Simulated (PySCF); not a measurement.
A PySCF run on CN⁺

State: ³Π (triplet), unpaired electrons σ ↑, π ↑.

An equivalent input (the run itself took its basis sets from the Basis Set Exchange, started from a PBE0 density and held the occupation σ 5α 4β, πx 1α 0β, πy 1α 1β):

```python
from pyscf import gto, dft
mol = gto.M(atom='C 0 0 0; N 0 0 1.228', basis={'C': 'def2-TZVP', 'N': 'def2-TZVP'},
            charge=1, spin=2, verbose=4, symmetry='C2v')
mf = dft.UKS(mol, xc='PBE0')
mf.grids.atom_grid = (80, 434)
mf.grids.prune = dft.gen_grid.treutler_prune
mf.irrep_nelec = {'A1': (5, 4), 'B1': (1, 0), 'B2': (1, 1)}
mf.conv_tol = 1e-9
mf.max_cycle = 60
mf.diis_space = 10
mf.kernel()
```

The log (some set-up lines and the per-cycle HOMO/LUMO lines removed):

```
******** <class 'pyscf.dft.uks_symm.SymAdaptedUKS'> ********
method = SymAdaptedUKS
damping factor = 0
level_shift factor = 0
DIIS = <class 'pyscf.scf.diis.CDIIS'>
diis_start_cycle = 1
diis_space = 10
diis_damp = 0
SCF conv_tol = 1e-09
SCF conv_tol_grad = None
SCF max_cycles = 60
number electrons alpha = 7  beta = 5
Set gradient conv threshold to 3.16228e-05
init E= -92.1543294085245
cycle= 1 E= -92.1218054188883  delta_E= 0.0325  |g|= 0.0125  |ddm|= 0.0317
cycle= 2 E= -92.1218492885238  delta_E= -4.39e-05  |g|= 0.0104  |ddm|= 0.0161
cycle= 3 E= -92.1218649199676  delta_E= -1.56e-05  |g|= 0.00963  |ddm|= 0.011
cycle= 4 E= -92.1219085564666  delta_E= -4.36e-05  |g|= 0.00115  |ddm|= 0.00443
cycle= 5 E= -92.1219134107106  delta_E= -4.85e-06  |g|= 0.000578  |ddm|= 0.00354
cycle= 6 E= -92.1219152411634  delta_E= -1.83e-06  |g|= 0.000234  |ddm|= 0.00292
cycle= 7 E= -92.1219155274296  delta_E= -2.86e-07  |g|= 0.000118  |ddm|= 0.000883
cycle= 8 E= -92.1219156151859  delta_E= -8.78e-08  |g|= 1.45e-05  |ddm|= 0.000685
cycle= 9 E= -92.1219156159306  delta_E= -7.45e-10  |g|= 2.61e-06  |ddm|= 5.45e-05
Extra cycle  E= -92.1219156159417  delta_E= -1.11e-11  |g|= 2.07e-06  |ddm|= 4.05e-06
converged SCF energy = -92.1219156159417  <S^2> = 2.0094144  2S+1 = 3.0062697
```

Repeating this along the bond gives Re = 1.226 Å and ωe = 1842 cm⁻¹.

A point of this curve took 1.9 CPU seconds beside 0.12 for the integrals, on Intel Xeon Platinum 8488C (shared host).

The state is the lowest determinant that a PBE0 search found; another state may lie lower at other levels.
